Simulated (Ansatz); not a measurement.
# SiPO+ (triplet): from Hartree-Fock to the top rungs, def2-QZVPP

The task here is to estimate one member of a computed series from the others.

The runs use Ansatz 0.2.0, Gaussian basis; def2-QZVPP, core rule «outside noble gas», up to 11 orbitals frozen.

Plan: UHF; ROHF; CCSD(T) on UHF.

2 further runs of the same task are left out: 2 set aside as unsound or not needed.

## What is computed

The geometry is a PBE0/def2-TZVP stationary point (not a proven minimum) of the parent state, kept for this charge and spin.

3 atoms, charge 1, spin multiplicity 3.

Atoms are counted from 1 here; the program's logs count them from 0.

Bond lengths: O1–Si2 1.512 Å, Si2–P3 2.058 Å. Angles: O1–Si2–P3 180.0°.

The first run:

in.yaml

```yaml
crystal:
  periodic: [false, false, false]
  atoms:
    - {symbol: O, position_ang: [0.000000, 0.000000, 1.693600]}
    - {symbol: Si, position_ang: [0.000000, 0.000000, 0.182000]}
    - {symbol: P, position_ang: [0.000000, 0.000000, -1.875600]}
basis:
  gaussian: {orbitals: "def2-QZVPP.json"}
total_charge: 1
magnetization: {spin_polarized: true, initial_magnetization: 2}
hamiltonian: {xc: hf}
output: {orbitals: {seedname: orbitals}}
```

The run is started by

```bash
$ ansatz run in.yaml --threads 1 --pin off --events-out ev --progress --plain --max-ram 2393MiB
```

Steps of the session up to this table: UHF; ROHF; CCSD(T) on UHF.

One table of the session follows, with a row left open; its other results are not shown here.

| method | from UCCSD(T) (kJ/mol) |
| --- | --- |
| ROHF | +1319.6 |
| UHF | ? |
| UMP2 | +97.5 |
| UCCSD | +75.0 |
| UCCSD(T) | 0 |

Q: Estimate the row for UHF from the others.

The run gave: from UCCSD(T) (kJ/mol): +1301.6. In the column «from UCCSD(T) (kJ/mol)» it lies between UMP2 (+97.5) and ROHF (+1319.6).
